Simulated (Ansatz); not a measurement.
Input for Ansatz (an electronic-structure program): R-B3LYP/def2-TZVPPD on H2O (SMILES O). Files ending in .json are basis or fitting sets from the Basis Set Exchange.

Ansatz 0.2 input:
```yaml
crystal:
  periodic: [false, false, false]
  atoms:
    - {symbol: O, position_ang: [1.85803137, 0.51852113, -0.25348871]}
    - {symbol: H, position_ang: [1.04051437, 0.02224913, -0.42664171]}
    - {symbol: H, position_ang: [2.43993337, 0.26002313, -0.96923471]}
basis:
  gaussian:
    orbitals: def2-TZVPPD.json
hamiltonian:
  xc: {name: B3LYP}
scf: {lower_state_search: off}
```

The head of its log:

```
WARN ansatz: RAYON_NUM_THREADS=1 ignored (pool sized by the plan → 1); use --threads N
Functional definition: B3LYP
these checks for a lower state are left out or cut short: stability, starts, cluster_reference, orbital_swaps, neighbouring_geometries, increment
integrals: 0.01 GiB planned
302 factors; their error is unknown
mean field: 0.12 GiB planned
mean field evaluation 1: about -2076.1444 eV, gradient 5.5e1 eV
mean field evaluation 2: about -2063.9818 eV, gradient 9.7e1 eV
```

Task: What total energy does the run end on?

Result: -76.4693 hartree.
